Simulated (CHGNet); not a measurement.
bcc Li

Method: the machine-learned potential CHGNet-r²SCAN (trained on r²SCAN data).

Cell (relaxed at this level):

```yaml
crystal:
  lattice:
    - [-1.70667, 1.70667, 1.70667]
    - [1.70667, -1.70667, 1.70667]
    - [1.70667, 1.70667, -1.70667]
  atoms:
    - { symbol: Li, position: [0.00000, 0.00000, 0.00000] }
```

```
Property                    Value
------------------------  -------
vacancy formation energy  0.18 eV
```

Measured, for comparison: vacancy formation energy 0.4 eV (no zero-point or thermal correction, monovacancy; as tabulated in Riffe and Christensen (2024), arXiv:2406.09527). Computed (rounded) less measured: vacancy formation energy -0.22 eV.

A machine-learned potential is trained on density-functional data: it inherits that level's misses and adds fitting errors of its own.

Note: the model gives imaginary modes for this phase (in the spectrum interpolated from a supercell); this model's volume lies 6 % below that of the starting cell (a measured, published or database cell).
